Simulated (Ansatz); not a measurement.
This geometry of C2H3FO2 (8 atoms, charge 0, multiplicity 1) is a first-order saddle point.

All numbers below come from RKS B3LYP-D4/def2-SVP (Ansatz 0.2.0).

```xyz
8
Properties=species:S:1:pos:R:3
O 0.542 -0.346 1.530
C 0.292 0.821 1.030
O -0.127 0.896 -0.207
C -0.282 -0.325 -0.951
F -0.669 0.043 -2.186
H 0.708 0.664 2.198
H 0.682 -0.858 -0.993
H -1.054 -0.951 -0.477
```

Problem. Which two structures does it join? (They come from a converged band through this point; their orientation in space is the band's.)

Solution. Bonds broken: C2–H6. Bonds formed: O1–H6.

Initial state:

```xyz
8
Properties=species:S:1:pos:R:3
O 0.584 -0.697 1.571
C 0.382 0.427 1.200
O -0.051 0.766 -0.022
C -0.274 -0.307 -0.925
F -0.651 0.251 -2.093
H 0.522 1.344 1.808
H 0.657 -0.882 -1.059
H -1.076 -0.959 -0.538
```

Final state:

```xyz
8
Properties=species:S:1:pos:R:3
O 0.480 -0.072 1.447
C 0.255 1.134 0.915
O -0.138 0.970 -0.324
C -0.271 -0.321 -0.934
F -0.682 -0.097 -2.197
H 0.766 0.077 2.359
H 0.705 -0.832 -0.936
H -1.022 -0.914 -0.387
```

Problem. How far does it lie above each of them?

Solution. 3.54 eV above the first and 1.52 eV above the second. This is the barrier of this one path; another mechanism may lie lower. The orbitals stay closed-shell, which can raise the energy where a bond breaks towards radicals; this wasn't checked here.

Time of the run: 110 s on 2 threads of Intel(R) Xeon(R) Platinum 8488C (Sapphire Rapids), on a shared host, peak memory 0.2 GiB.
